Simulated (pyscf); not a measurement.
Structures and frequencies: ωB97X-D3(BJ)/def2-SVP in PySCF.

Task: Estimate by transition-state theory the rate constant of `[OH][Si]([OH])([F])[F]` + `[H]` [doublet] -> `[OH2]` + `[OH][Si]([F])[F]` [doublet] (doublet surface; O–Si broken, H–O formed) at 900 K, with ωB97M-D3(BJ)/def2-TZVP energies (ideal gas, 1 atm, RRHO with modes under 100 cm⁻¹ raised to 100, one conformer, R ln 2 for chiral ones without a mode under 150 cm⁻¹; no tunnelling).

Result: The electronic barrier is 35.5 kcal/mol and the thermal terms add +20.5, so ΔG‡ = 56.1 kcal/mol. With k_BT/h = 1.88e+13 s⁻¹ and RT = 1.788 kcal/mol, and a volume of 1.23e-19 cm³ per molecule at 1 atm, k = 5.6e-20 cm³ molecule⁻¹ s⁻¹. Wigner's tunnelling factor for 1663i cm⁻¹ would be 1.29. A shift of 1 kcal/mol in the barrier changes k by a factor 1.7. On the product side the descent ends in a bound adduct, 8.7 kcal/mol under the separated species and 28.0 kcal/mol under the saddle at ωB97X-D3(BJ)/def2-TZVP. At ωB97X-D3(BJ)/def2-TZVP the barrier from the zero used here is 39.0 kcal/mol. One saddle was located; it need not be the lowest between these sides. The angle at the attacked O is 137°.
